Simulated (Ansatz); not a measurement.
CP, SMILES `[C]#P` radical, relaxed with UKS PBE0-D4/def2-TZVP in Ansatz 0.2.0 from a GFN2-xTB geometry. The force threshold is 0.005 eV/Å; the program also tests the step.

Charge 0, multiplicity 2.

Start:

```xyz
2

C     0.435   -0.644   -0.004
P    -0.435    0.644    0.004
```

Question: How much energy does the relaxation release, and in how many steps? (An estimate is asked.)

Answer: The calculation gave: 0.01 kcal/mol, in 2 steps.

Question: Which bonds change most? (An estimate is asked.)

Answer: Ansatz gave: C1–P2 from 1.554 to 1.550 Å.

Question: Give the relaxed structure. (An estimate is asked.)

Answer: Ansatz gave: 
```xyz
2

C     0.434   -0.642   -0.004
P    -0.434    0.642    0.004
```
